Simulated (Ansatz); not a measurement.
# CH3AlN (charge +1): shift of H6 from Al3 to N2, part 1 of 2

Wanted: the energy profile along the shift of H6 from Al3 to N2, from relaxed end points and a band of images. SMILES of the start: [CH+]1[NH][AlH]1.

All numbers below are computed with Ansatz 0.2.0 (RKS PBE0/def2-mTZVP).

**1. Starting point**

Bond lengths: C1–N2 1.319 Å, C1–Al3 1.956 Å, N2–Al3 1.892 Å, C1–H4 1.095 Å, N2–H5 1.026 Å, Al3–H6 1.516 Å. Angles: C1–N2–Al3 72.6°, C1–N2–H5 120.8°, Al3–N2–H5 166.6°, N2–C1–Al3 67.4°, N2–C1–H4 122.6°, Al3–C1–H4 170.1°, C1–Al3–N2 40.0°, C1–Al3–H6 166.6°, N2–Al3–H6 153.4°.

Structure file:

```xyz
6

C    -0.6315   -0.6072   -0.2316
N     0.4020    0.0613   -0.7044
Al    0.1785    0.5689    1.1045
H    -1.2060   -1.3126   -0.8410
H     0.7061   -0.0602   -1.6764
H     0.5509    1.3498    2.3489
```

**2. Relaxing end A**

input.yaml reads:

```yaml
crystal:
  periodic: [false, false, false]
  atoms:
    - { symbol: C, position_ang: [-0.63153, -0.60717, -0.23161] }
    - { symbol: "N", position_ang: [0.40202, 0.06131, -0.70436] }
    - { symbol: Al, position_ang: [0.17853, 0.56895, 1.10448] }
    - { symbol: H, position_ang: [-1.20603, -1.3126, -0.84104] }
    - { symbol: H, position_ang: [0.70607, -0.06025, -1.67639] }
    - { symbol: H, position_ang: [0.55094, 1.34977, 2.34892] }
total_charge: 1
basis:
  gaussian: { orbitals: def2-mTZVP }
hamiltonian:
  xc: pbe0
relax:
  f_tol: 0.02
  max_steps: 50
output:
  orbitals: {}
```

The run is started by

```console
$ ansatz run input.yaml --threads 1 --pin off --max-ram 2048MiB --backend cpu --events-out ev --progress --plain --runs-dir out
```

The log of the run, cut to the lines that bear on the results:

```text
Warning: RAYON_NUM_THREADS=1 ignored (pool sized by the plan → 1); use --threads N
[...]
Functional definition: PBE0
[...]
667 factors; integrals over basis functions are off by at most 4.5e-4 eV
[...]
mean field -9158.84808957 eV, -336.5814592016 hartree, gradient 3.6e-5 eV, S^2 0.000000; 0 other end points of the search recorded, 0 dependent functions left out
[...]
reference -9158.84811816 eV, -336.5814602520 hartree; 14, 14 occupied and 55, 55 virtual orbitals, 667 factors
relax step   1: F+E_penalty+E_count = -9158.84808957 eV  Δ(F+E_penalty+E_count) = +0.000e0 eV  max|allowed force component| = 1.700e0 eV/Å  Δτ_max = 0.0000 Å  (24 SCF iters, accepted)
[...]
reference -9158.94228004 eV, -336.5849206373 hartree; 14, 14 occupied and 55, 55 virtual orbitals, 667 factors
Total energy: -9158.94228004 eV, -336.5849206373 hartree
Atom 0 at    -0.631931    -0.609281    -0.235518 Å, force     0.000955    -0.004497    -0.014013 eV/Å
Atom 1 at     0.388007     0.056552    -0.686611 Å, force     0.000143     0.003822     0.009943 eV/Å
Atom 2 at     0.121303     0.513735     1.084019 Å, force     0.005209     0.001732    -0.006954 eV/Å
Atom 3 at    -1.222938    -1.316619    -0.815905 Å, force    -0.001302     0.000568     0.004446 eV/Å
Atom 4 at     0.755209    -0.006222    -1.640901 Å, force    -0.004179    -0.001007     0.006248 eV/Å
Atom 5 at     0.590351     1.361844     2.294916 Å, force    -0.000826    -0.000619     0.000330 eV/Å
Dipole moment:     0.017522     0.004897    -0.024793 e Å
```

Wall time 17 s (1 thread of Intel Xeon Platinum 8259CL at 2.50GHz (Skylake/Cascade Lake), shared host); peak memory 0.15 GiB.

Relaxation path:

```
step  energy from step 1 (eV)  largest force component (eV/Å)
   1                   0.0000                          1.7003
   2                  -0.0723                          0.6755
   3                  -0.0933                          0.1080
   4                  -0.0940                          0.0493
   5                  -0.0942                          0.0140
```

Step 1 is the start.

After: Bond lengths: C1–N2 1.299 Å, C1–Al3 1.889 Å, N2–Al3 1.848 Å, C1–H4 1.089 Å, N2–H5 1.024 Å, Al3–H6 1.551 Å. Angles: C1–N2–Al3 71.4°, C1–N2–H5 125.0°, Al3–N2–H5 163.6°, N2–C1–Al3 68.0°, N2–C1–H4 125.0°, Al3–C1–H4 167.0°, C1–Al3–N2 40.7°, C1–Al3–H6 172.2°, N2–Al3–H6 147.1°.

**3. End point B**

The second end starts from a geometry with the move made by hand.

Edit input.yaml of step 2 so:

```diff
@@ -8,3 +8,3 @@
     - { symbol: H, position_ang: [0.70607, -0.06025, -1.67639] }
-    - { symbol: H, position_ang: [0.55094, 1.34977, 2.34892] }
+    - { symbol: H, position_ang: [1.20619, 0.72078, -0.70691] }
 total_charge: 1
@@ -17,3 +17 @@
   max_steps: 50
-output:
-  orbitals: {}
```

The run is started by

```console
$ ansatz run input.yaml --threads 1 --pin off --max-ram 2048MiB --backend cpu --events-out ev --progress --plain --runs-dir out
```

The log of the run, cut to the lines that bear on the results:

```text
Warning: RAYON_NUM_THREADS=1 ignored (pool sized by the plan → 1); use --threads N
[...]
[... 1 set-up line as earlier in the session ...]
[...]
668 factors; integrals over basis functions are off by at most 5.9e-4 eV
[...]
mean field -9155.73995247 eV, -336.4672372699 hartree, gradient 6.0e-5 eV, S^2 0.000000; 0 other end points of the search recorded, 0 dependent functions left out
[...]
reference -9155.73997863 eV, -336.4672382311 hartree; 14, 14 occupied and 55, 55 virtual orbitals, 668 factors
[...]
Atom 1 at     0.546396     0.010667    -1.134237 Å, force     0.002761     0.004499     0.005856 eV/Å
Atom 2 at    -0.399977     0.416419     1.934876 Å, force    -0.000428    -0.000631    -0.000852 eV/Å
Atom 3 at    -1.021343    -1.050687    -0.587101 Å, force     0.001228     0.002030     0.002280 eV/Å
Atom 4 at     0.528324    -0.366172    -2.082035 Å, force     0.002372    -0.001220    -0.008128 eV/Å
Atom 5 at     1.294118     0.680409    -0.967181 Å, force    -0.001870    -0.002291    -0.002245 eV/Å
Dipole moment:     0.154114    -0.045138    -0.444964 e Å
```

Wall time 40 s (1 thread of Intel Xeon Platinum 8259CL at 2.50GHz (Skylake/Cascade Lake), shared host); peak memory 0.15 GiB.

The steps of the relaxation:

```
step  energy from step 1 (eV)  largest force component (eV/Å)
   1                   0.0000                          7.2155
   2                  -1.2253                          6.5849
   3                  -2.7177                          1.5582
   4                  -3.1048                          0.6857
   5                  -3.2240                          1.5254
   6                  -3.3614                          0.6434
   7                  -3.4031                          0.6121
   8                  -3.4200                          0.5575
   9                  -3.4234                          0.1543
  10                  -3.4244                          0.0408
  11                  -3.4244                          0.0081
```

Step 1 is the start.

After: Bond lengths: C1–N2 1.284 Å, C1–Al3 2.280 Å, C1–H4 1.096 Å, N2–H5 1.020 Å, N2–H6 1.018 Å. Angles: C1–N2–H5 123.7°, C1–N2–H6 122.2°, H5–N2–H6 114.1°, N2–C1–Al3 128.4°, N2–C1–H4 111.6°, Al3–C1–H4 120.0°.

Pairs that crossed the distance rule for bonds on the way: moved apart N2–Al3.

**4. Nudged elastic band**

crystal.atoms is end A as relaxed above, and neb.final_atoms is end B, turned to lie on A. With 5 inner images the band has 7 in all. The start path is listed, through a guess of the saddle.

input.yaml reads:

```yaml
crystal:
  periodic: [false, false, false]
  atoms:
    - { symbol: C, position_ang: [-0.631931, -0.609281, -0.235518] }
    - { symbol: "N", position_ang: [0.388007, 0.056552, -0.686611] }
    - { symbol: Al, position_ang: [0.121303, 0.513735, 1.084019] }
    - { symbol: H, position_ang: [-1.222938, -1.316619, -0.815905] }
    - { symbol: H, position_ang: [0.755209, -0.006222, -1.640901] }
    - { symbol: H, position_ang: [0.590351, 1.361844, 2.294916] }
total_charge: 1
basis:
  gaussian: { orbitals: def2-mTZVP }
hamiltonian:
  xc: pbe0
neb:
  order_check: false
  images: 5
  f_tol: 0.05
  max_iterations: 60
  final_atoms:
    - { symbol: C, position_ang: [-0.42608923, -0.32303021, 0.07088067] }
    - { symbol: "N", position_ang: [0.58036132, 0.32906928, -0.38717947] }
    - { symbol: Al, position_ang: [-1.32018005, -0.25723972, 2.16701226] }
    - { symbol: H, position_ang: [-0.86498781, -0.97533363, -0.69235915] }
    - { symbol: H, position_ang: [0.92184485, 0.24391708, -1.34467275] }
    - { symbol: H, position_ang: [1.10905192, 0.98262619, 0.18631845] }
  initial_path:
    images:
      - { positions_ang: [[-0.631931, -0.609281, -0.235518], [0.388007, 0.056552, -0.686611], [0.121303, 0.513735, 1.084019], [-1.222938, -1.316619, -0.815905], [0.755209, -0.006222, -1.640901], [0.590351, 1.361844, 2.294916]] }
      - { positions_ang: [[-0.64579939, -0.60081483, -0.18377017], [0.38106343, 0.10754575, -0.53823971], [0.00623643, 0.47803347, 1.23765711], [-1.17025872, -1.2823615, -0.83924367], [0.78746487, 0.08355467, -1.47520315], [0.64129438, 1.21405143, 1.7987996]] }
      - { positions_ang: [[-0.65966779, -0.59234865, -0.13202235], [0.37411985, 0.1585395, -0.38986842], [-0.10883014, 0.44233193, 1.39129521], [-1.11757943, -1.24810399, -0.86258234], [0.81972074, 0.17333135, -1.3095053], [0.69223777, 1.06625886, 1.30268319]] }
      - { positions_ang: [[-0.67353618, -0.58388248, -0.08027452], [0.36717628, 0.20953326, -0.24149712], [-0.22389671, 0.4066304, 1.54493332], [-1.06490015, -1.21384649, -0.885921], [0.85197661, 0.26310802, -1.14380746], [0.74318115, 0.91846628, 0.80656679]] }
      - { positions_ang: [[-0.59105386, -0.49693172, -0.02988946], [0.43823796, 0.2493786, -0.29005791], [-0.58932449, 0.18534036, 1.75229297], [-0.9982627, -1.1343422, -0.82140039], [0.87526603, 0.25671104, -1.21076255], [0.86513807, 0.93985292, 0.59981734]] }
      - { positions_ang: [[-0.50857155, -0.40998097, 0.02049561], [0.50929964, 0.28922394, -0.33861869], [-0.95475227, -0.03594968, 1.95965261], [-0.93162525, -1.05483791, -0.75687977], [0.89855544, 0.25031406, -1.27771765], [0.987095, 0.96123956, 0.39306789]] }
      - { positions_ang: [[-0.42608923, -0.32303021, 0.07088067], [0.58036132, 0.32906928, -0.38717947], [-1.32018005, -0.25723972, 2.16701226], [-0.86498781, -0.97533363, -0.69235915], [0.92184485, 0.24391708, -1.34467275], [1.10905192, 0.98262619, 0.18631845]] }
```

The run is started by

```console
$ ansatz run input.yaml --threads 1 --pin off --max-ram 2048MiB --backend cpu --events-out ev --progress --plain --runs-dir out
```

The log of the run, cut to the lines that bear on the results:

```text
Warning: RAYON_NUM_THREADS=1 ignored (pool sized by the plan → 1); use --threads N
[...]
[... 1 set-up line as earlier in the session ...]
[...]
666 factors; integrals over basis functions are off by at most 4.7e-4 eV
[...]
mean field -9158.94225221 eV, -336.5849196148 hartree, gradient 2.7e-5 eV, S^2 0.000000; 0 other end points of the search recorded, 0 dependent functions left out
[...]
reference -9158.94228070 eV, -336.5849206618 hartree; 14, 14 occupied and 55, 55 virtual orbitals, 666 factors
[...]
Atom 2 at    -0.416177     0.308824     1.703244 Å, force    -0.004155    -0.003023     0.000862 eV/Å
Atom 3 at    -1.153557    -1.240984    -0.767268 Å, force    -0.003853    -0.004273    -0.003197 eV/Å
Atom 4 at     0.934819     0.282231    -1.271630 Å, force    -0.000442    -0.002251    -0.004577 eV/Å
Atom 5 at     0.852294     1.045076     0.902310 Å, force     0.004254     0.001908    -0.003921 eV/Å
Dipole moment:    -0.102892    -0.079947     0.012001 e Å
this run last wrote the band of iteration 9 to <dir>
```

Wall time 2.3 min (1 thread of Intel Xeon Platinum 8259CL at 2.50GHz (Skylake/Cascade Lake), shared host); peak memory 0.14 GiB.

**5. What the band shows**

Images 0 and 6 are the ends. Energies count from image 0; the path length is the program's own measure over all atoms.

```
image  path (Å)  energy (eV)  H6–Al3 (Å)  H6–N2 (Å)  band force (eV/Å)
    0     0.000       0.0000        1.55       3.26                  -
    1     0.631       0.3119        1.53       2.82              0.012
    2     1.263       1.0995        1.55       2.27              0.024
   3*     1.894       1.5744        1.67       1.67              0.009
    4     2.454       0.5130        2.08       1.11              0.013
    5     3.014      -0.0899        2.76       1.02              0.003
    6     3.574      -0.2221        3.37       1.02                  -
```

The star marks the climbing image.

image, energy (eV) and a bar:
```
        0      0.000 ####
        1      0.312 #########
        2      1.100 ######################
        3      1.574 ##############################
        4      0.513 ############
        5     -0.090 ##
        6     -0.222
```

How the highest energy settled:

```
iteration  highest image above image 0 (eV)  largest band force (eV/Å)
        1                            6.2710                     20.656
        2                            2.3771                      7.471
        3                            1.8017                      3.579
        4                            1.5932                      1.289
        5                            1.5511                      0.433
        6                            1.5738                      0.236
        7                            1.5764                      0.117
        8                            1.5744                      0.067
        9                            1.5744                      0.024
```

The band as a trajectory file:

```xyz
6
image=0 dE=0.0000
C    -0.632   -0.609   -0.236
N     0.388    0.057   -0.687
Al    0.121    0.514    1.084
H    -1.223   -1.317   -0.816
H     0.755   -0.006   -1.641
H     0.590    1.362    2.295
6
image=1 dE=0.3119
C    -0.672   -0.647   -0.248
N     0.347    0.077   -0.547
Al   -0.111    0.381    1.234
H    -1.213   -1.337   -0.890
H     0.830    0.129   -1.446
H     0.820    1.398    1.897
6
image=2 dE=1.0995
C    -0.635   -0.603   -0.213
N     0.356    0.111   -0.475
Al   -0.306    0.306    1.459
H    -1.201   -1.300   -0.823
H     0.886    0.215   -1.343
H     0.900    1.273    1.395
6
image=3 dE=1.5744
C    -0.598   -0.546   -0.142
N     0.380    0.150   -0.424
Al   -0.416    0.309    1.703
H    -1.154   -1.241   -0.767
H     0.935    0.282   -1.272
H     0.852    1.045    0.902
6
image=4 dE=0.5130
C    -0.576   -0.503   -0.077
N     0.440    0.239   -0.322
Al   -0.602    0.235    1.907
H    -1.029   -1.161   -0.826
H     0.956    0.326   -1.205
H     0.810    0.865    0.522
6
image=5 dE=-0.0899
C    -0.514   -0.428   -0.015
N     0.503    0.280   -0.350
Al   -0.969    0.011    2.114
H    -0.911   -1.060   -0.816
H     0.948    0.295   -1.266
H     0.942    0.902    0.333
6
image=6 dE=-0.2221
C    -0.426   -0.323    0.071
N     0.580    0.329   -0.387
Al   -1.320   -0.257    2.167
H    -0.865   -0.975   -0.692
H     0.922    0.244   -1.345
H     1.109    0.983    0.186
```

**6. Frequencies at the highest image**

The geometry is the highest inner image of the first converged band.

input.yaml reads:

```yaml
crystal:
  periodic: [false, false, false]
  atoms:
    - { symbol: C, position_ang: [-0.597784, -0.545554, -0.142379] }
    - { symbol: "N", position_ang: [0.380405, 0.150415, -0.424277] }
    - { symbol: Al, position_ang: [-0.416177, 0.308824, 1.703244] }
    - { symbol: H, position_ang: [-1.153557, -1.240984, -0.767268] }
    - { symbol: H, position_ang: [0.934819, 0.282231, -1.27163] }
    - { symbol: H, position_ang: [0.852294, 1.045076, 0.90231] }
total_charge: 1
basis:
  gaussian: { orbitals: def2-mTZVP }
hamiltonian:
  xc: pbe0
phonons: {}
```

The run is started by

```console
$ ansatz run input.yaml --threads 1 --pin off --max-ram 2048MiB --backend cpu --events-out ev --progress --plain --runs-dir out
```

The log of the run, cut to the lines that bear on the results:

```text
Warning: RAYON_NUM_THREADS=1 ignored (pool sized by the plan → 1); use --threads N
[...]
[... 1 set-up line as earlier in the session ...]
[...]
663 factors; integrals over basis functions are off by at most 4.2e-4 eV
[...]
mean field -9157.36785306 eV, -336.5270615132 hartree, gradient 1.5e-5 eV, S^2 0.000000; 0 other end points of the search recorded, 0 dependent functions left out
[...]
reference -9157.36787869 eV, -336.5270624548 hartree; 14, 14 occupied and 55, 55 virtual orbitals, 663 factors
[...]
mean field -9157.36782758 eV, -336.5270605767 hartree, gradient 2.3e-6 eV, S^2 0.000000; 0 other end points of the search recorded, 0 dependent functions left out
[...]
reference -9157.36785321 eV, -336.5270615185 hartree; 14, 14 occupied and 55, 55 virtual orbitals, 663 factors
[...]
663 factors; integrals over basis functions are off by at most 4.2e-4 eV
mean field -9157.36782324 eV, -336.5270604173 hartree, gradient 2.4e-6 eV, S^2 0.000000; 0 other end points of the search recorded, 0 dependent functions left out
[...]
```

**7. The output, continued: vibrations at the highest image of the band**

The log, continued, cut to the lines that bear on the results:

```text
reference -9157.36784886 eV, -336.5270613588 hartree; 14, 14 occupied and 55, 55 virtual orbitals, 663 factors
[...]
663 factors; integrals over basis functions are off by at most 4.2e-4 eV
[...]
mean field -9157.36780799 eV, -336.5270598567 hartree, gradient 2.6e-6 eV, S^2 0.000000; 0 other end points of the search recorded, 0 dependent functions left out
[...]
reference -9157.36783361 eV, -336.5270607982 hartree; 14, 14 occupied and 55, 55 virtual orbitals, 663 factors
[...]
WARN: phonons: modes at or below zero, which the zero-point energy, F, S and C_V leave out: 1, the lowest at -945.34 cm⁻¹. A minimum has none, and a first-order saddle one
[...]
Atom 2 at    -0.416177     0.308824     1.703244 Å, force    -0.004176    -0.003049     0.000838 eV/Å
Atom 3 at    -1.153557    -1.240984    -0.767268 Å, force    -0.003822    -0.004248    -0.003183 eV/Å
Atom 4 at     0.934819     0.282231    -1.271630 Å, force    -0.000442    -0.002252    -0.004577 eV/Å
Atom 5 at     0.852294     1.045076     0.902310 Å, force     0.004295     0.001947    -0.003910 eV/Å
Dipole moment:    -0.102891    -0.079946     0.012003 e Å
Vibrations: -945.34 453.51 596.04 610.87 702.46 923.18 996.89 1143.27 1743.49 1761.14 3181.49 3509.58 cm⁻¹, zero-point energy 0.968435 eV
```

It took 78 s on 1 thread of Intel Xeon Platinum 8259CL at 2.50GHz (Skylake/Cascade Lake), shared host; peak memory 0.13 GiB.

Of 12 modes, 1 is imaginary by more than 30 cm⁻¹ (945i cm⁻¹).

**8. Another band, settings changed**

crystal.atoms is end A as relaxed above, and neb.final_atoms is end B, turned to lie on A. With 5 inner images the band has 7 in all. The start path is listed, through a guess of the saddle.

input.yaml reads:

```yaml
crystal:
  periodic: [false, false, false]
  atoms:
    - { symbol: C, position_ang: [-0.631931, -0.609281, -0.235518] }
    - { symbol: "N", position_ang: [0.388007, 0.056552, -0.686611] }
    - { symbol: Al, position_ang: [0.121303, 0.513735, 1.084019] }
    - { symbol: H, position_ang: [-1.222938, -1.316619, -0.815905] }
    - { symbol: H, position_ang: [0.755209, -0.006222, -1.640901] }
    - { symbol: H, position_ang: [0.590351, 1.361844, 2.294916] }
total_charge: 1
basis:
  gaussian: { orbitals: def2-mTZVP }
hamiltonian:
  xc: pbe0
neb:
  order_check: false
  images: 5
  f_tol: 0.5
  max_iterations: 60
  final_atoms:
    - { symbol: C, position_ang: [-0.42608923, -0.32303021, 0.07088067] }
    - { symbol: "N", position_ang: [0.58036132, 0.32906928, -0.38717947] }
    - { symbol: Al, position_ang: [-1.32018005, -0.25723972, 2.16701226] }
    - { symbol: H, position_ang: [-0.86498781, -0.97533363, -0.69235915] }
    - { symbol: H, position_ang: [0.92184485, 0.24391708, -1.34467275] }
    - { symbol: H, position_ang: [1.10905192, 0.98262619, 0.18631845] }
  initial_path:
    images:
      - { positions_ang: [[-0.631931, -0.609281, -0.235518], [0.388007, 0.056552, -0.686611], [0.121303, 0.513735, 1.084019], [-1.222938, -1.316619, -0.815905], [0.755209, -0.006222, -1.640901], [0.590351, 1.361844, 2.294916]] }
      - { positions_ang: [[-0.64579939, -0.60081483, -0.18377017], [0.38106343, 0.10754575, -0.53823971], [0.00623643, 0.47803347, 1.23765711], [-1.17025872, -1.2823615, -0.83924367], [0.78746487, 0.08355467, -1.47520315], [0.64129438, 1.21405143, 1.7987996]] }
      - { positions_ang: [[-0.65966779, -0.59234865, -0.13202235], [0.37411985, 0.1585395, -0.38986842], [-0.10883014, 0.44233193, 1.39129521], [-1.11757943, -1.24810399, -0.86258234], [0.81972074, 0.17333135, -1.3095053], [0.69223777, 1.06625886, 1.30268319]] }
      - { positions_ang: [[-0.67353618, -0.58388248, -0.08027452], [0.36717628, 0.20953326, -0.24149712], [-0.22389671, 0.4066304, 1.54493332], [-1.06490015, -1.21384649, -0.885921], [0.85197661, 0.26310802, -1.14380746], [0.74318115, 0.91846628, 0.80656679]] }
      - { positions_ang: [[-0.59105386, -0.49693172, -0.02988946], [0.43823796, 0.2493786, -0.29005791], [-0.58932449, 0.18534036, 1.75229297], [-0.9982627, -1.1343422, -0.82140039], [0.87526603, 0.25671104, -1.21076255], [0.86513807, 0.93985292, 0.59981734]] }
      - { positions_ang: [[-0.50857155, -0.40998097, 0.02049561], [0.50929964, 0.28922394, -0.33861869], [-0.95475227, -0.03594968, 1.95965261], [-0.93162525, -1.05483791, -0.75687977], [0.89855544, 0.25031406, -1.27771765], [0.987095, 0.96123956, 0.39306789]] }
      - { positions_ang: [[-0.42608923, -0.32303021, 0.07088067], [0.58036132, 0.32906928, -0.38717947], [-1.32018005, -0.25723972, 2.16701226], [-0.86498781, -0.97533363, -0.69235915], [0.92184485, 0.24391708, -1.34467275], [1.10905192, 0.98262619, 0.18631845]] }
```

The run is started by

```console
$ ansatz run input.yaml --threads 1 --pin off --max-ram 2048MiB --backend cpu --events-out ev --progress --plain --runs-dir out
```

The log of the run, cut to the lines that bear on the results:

```text
Warning: RAYON_NUM_THREADS=1 ignored (pool sized by the plan → 1); use --threads N
[...]
[... 1 set-up line as earlier in the session ...]
[...]
666 factors; integrals over basis functions are off by at most 4.7e-4 eV
[...]
mean field -9158.94225221 eV, -336.5849196148 hartree, gradient 2.7e-5 eV, S^2 0.000000; 0 other end points of the search recorded, 0 dependent functions left out
[...]
reference -9158.94228070 eV, -336.5849206618 hartree; 14, 14 occupied and 55, 55 virtual orbitals, 666 factors
[...]
NEB iter   2: max|band force component| = 7.481e0 eV/Å  barrier→ = 2.3927 eV  barrier← = 2.6148 eV  Δτ_max = 0.0843 Å  (127 SCF iters)
[...]
666 factors; integrals over basis functions are off by at most 5.0e-4 eV
mean field -9158.47801600 eV, -336.5678592485 hartree, gradient 2.6e-5 eV, S^2 0.000000; 0 other end points of the search recorded, 0 dependent functions left out
[...]
reference -9158.47804442 eV, -336.5678602929 hartree; 14, 14 occupied and 55, 55 virtual orbitals, 666 factors
[...]
666 factors; integrals over basis functions are off by at most 5.5e-4 eV
```

(Continued in part 2 of 2.)
